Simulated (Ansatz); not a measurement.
Start from `COC(N)(O)F` and change one atom or group to get `COC(C)(O)F`.

Ansatz, PBE0-D4/def2-TZVP geometries, multiplicity 1. Each molecule was computed in one conformer, which needn't be the lowest.

```tsv
property	`COC(N)(O)F`
HOMO energy (B3LYP/def2-TZVPP) / eV	-7.88
LUMO energy (PBE0/def2-TZVPP) / eV	1.15
HOMO–LUMO gap (PBE/def2-TZVPP) / eV	6.83
size of the dipole moment (PBE/def2-TZVPP) / D	0.92
LUMO energy (ωB97M-V/def2-TZVPP) / eV	2.52
HOMO–LUMO gap (B3LYP/def2-TZVPP) / eV	8.64
```

(1) What does the change do to each property? (Best estimate.)

Answers

(1) Ansatz gave: 
```tsv
property	`COC(C)(O)F`	shift
HOMO energy (B3LYP/def2-TZVPP) / eV	-7.97	-0.09
LUMO energy (PBE0/def2-TZVPP) / eV	1.11	-0.04
HOMO–LUMO gap (PBE/def2-TZVPP) / eV	6.80	-0.03
size of the dipole moment (PBE/def2-TZVPP) / D	1.96	1.04
LUMO energy (ωB97M-V/def2-TZVPP) / eV	2.50	-0.02
HOMO–LUMO gap (B3LYP/def2-TZVPP) / eV	8.70	0.06
```

Dipoles are sizes alone; their direction can turn.

B3LYP here is the variant with VWN-RPA as its local correlation; programs differ in this.
